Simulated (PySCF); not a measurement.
# C6H12 (cyclohexane): the cost of one run

Computed with PySCF 2.14.0, with density-fitted response routines of our own, on a single molecule in the gas phase. Atoms count from 0, in the outputs and in this text.

## (1) Starting geometry

18 atoms, charge 0, multiplicity 1; geometry from: MMFF94s.

Bonds of the start (Å): C0–C1 1.53, C1–C2 1.53, C2–C3 1.53, C3–C4 1.53, C4–C5 1.53, C5–C0 1.53, C0–H6 1.10, C0–H7 1.10, C1–H8 1.10, C1–H9 1.10, C2–H10 1.10, C2–H11 1.10, C3–H12 1.10, C3–H13 1.10, C4–H14 1.10, C4–H15 1.10, C5–H16 1.10, C5–H17 1.10.

## (2) Geometry optimisation at PBE0-D3(BJ)/def2-SVP

What the job is given:

```
{"job": {"xc": "PBE0", "basis": "def2-SVP", "d3": "d3bj", "grid": 1, "kind": "geom"}, "charge": 0, "multiplicity": 1}
C     -0.677271     1.127395    -0.668621
C      0.751284     1.261126    -0.147998
C      1.468071    -0.086120    -0.118834
C      0.677271    -1.127395     0.668621
C     -0.751284    -1.261126     0.147998
C     -1.468071     0.086120     0.118833
H     -0.653840     0.842621    -1.727753
H     -1.183721     2.097352    -0.609727
H      1.309522     1.962461    -0.778295
H      0.732181     1.685565     0.863384
H      1.616947    -0.441851    -1.145818
H      2.462757     0.034719     0.324757
H      1.183721    -2.097352     0.609727
H      0.653841    -0.842621     1.727753
H     -1.309522    -1.962461     0.778295
H     -0.732181    -1.685565    -0.863384
H     -1.616947     0.441851     1.145818
H     -2.462757    -0.034719    -0.324757
```

Started as:

```bash
> OMP_NUM_THREADS=1 python probes_run.py task.json out
```

The driver reads the jobs from task.json and runs them one after another.

**Question.** How long does this first job take on 1 thread of Arm Neoverse V1, shared host, and how much memory does it need?

About 31 s, with a peak of 0.58 GiB.
